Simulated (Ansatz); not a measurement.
# CH9BSi: the cost of one run

Program: Ansatz 0.2.0. Level of theory: RKS r2SCAN/def2-SVP. These are calculated values, not measurements.

## Step 1: The system as given

Bond lengths: B1–H3 1.190 Å, B1–C4 1.600 Å, C4–H5 1.110 Å, C4–H6 1.110 Å, C4–H7 1.110 Å, B1–Si8 2.250 Å, Si8–H9 1.460 Å, Si8–H10 1.460 Å, Si8–H11 1.460 Å, Si8–H12 1.594 Å. Angles (14 of 19 angles, heavy atoms first): C4–B1–Si8 101.2°, H3–B1–C4 120.0°, H3–B1–Si8 97.0°, B1–C4–H5 109.5°, B1–C4–H6 109.5°, B1–C4–H7 109.5°, B1–Si8–H9 109.5°, B1–Si8–H10 109.5°, B1–Si8–H11 109.5°, B1–Si8–H12 55.9°, H5–C4–H6 109.4°, H5–C4–H7 109.4°, H6–C4–H7 109.4°, H9–Si8–H10 109.4°.

As a file:

```xyz
12

B     0.0000    0.0000    0.0000
H     0.0000    0.0000    1.5400
H     1.0305    0.0000   -0.5950
C    -1.3856    0.0000   -0.8000
H    -1.9458   -0.9305   -0.5708
H    -1.9898    0.8797   -0.4946
H    -1.1839    0.0508   -1.8903
Si    0.0940   -2.1331    0.7095
H    -0.6959   -2.9783   -0.1812
H     1.4817   -2.5871    0.7061
H    -0.4425   -2.2202    2.0645
H     0.0384   -0.8711    1.6809
```

## Step 2: A restrained relaxation towards end A

Springs on the bonds that form and break draw the guess towards this end; the thresholds are loose.

Input file input.yaml:

```yaml
crystal:
  periodic: [false, false, false]
  atoms:
    - { symbol: B, position_ang: [0.0, 0.0, 0.0] }
    - { symbol: H, position_ang: [0.0, 0.0, 1.54] }
    - { symbol: H, position_ang: [1.0305, 0.0, -0.595] }
    - { symbol: C, position_ang: [-1.3856, 0.0, -0.8] }
    - { symbol: H, position_ang: [-1.9458, -0.9305, -0.5708] }
    - { symbol: H, position_ang: [-1.9898, 0.8797, -0.4946] }
    - { symbol: H, position_ang: [-1.1839, 0.0508, -1.8903] }
    - { symbol: Si, position_ang: [0.094, -2.1331, 0.7095] }
    - { symbol: H, position_ang: [-0.6959, -2.9783, -0.1812] }
    - { symbol: H, position_ang: [1.4817, -2.5871, 0.7061] }
    - { symbol: H, position_ang: [-0.4425, -2.2202, 2.0645] }
    - { symbol: H, position_ang: [0.0384, -0.8711, 1.6809] }
basis:
  gaussian: { orbitals: def2-SVP }
hamiltonian:
  xc: r2scan
relax:
  f_tol: 0.15
  max_steps: 25
  restrain:
    - { distance: [0, 7], at: 3.15, k: 30.0 }
    - { distance: [11, 1], at: 1.86, k: 30.0 }
    - { distance: [0, 1], at: 1.19, k: 30.0 }
    - { distance: [11, 7], at: 1.46, k: 30.0 }
```

Launch:

```bash
$ ansatz run input.yaml --threads 2 --pin off --max-ram 3072MiB --backend cpu --events-out ev --progress --plain --runs-dir out
```

Q: Estimate wall time and peak memory on 2 threads of Arm Neoverse V2, shared host.

About 30 s, with a peak of 0.14 GiB.
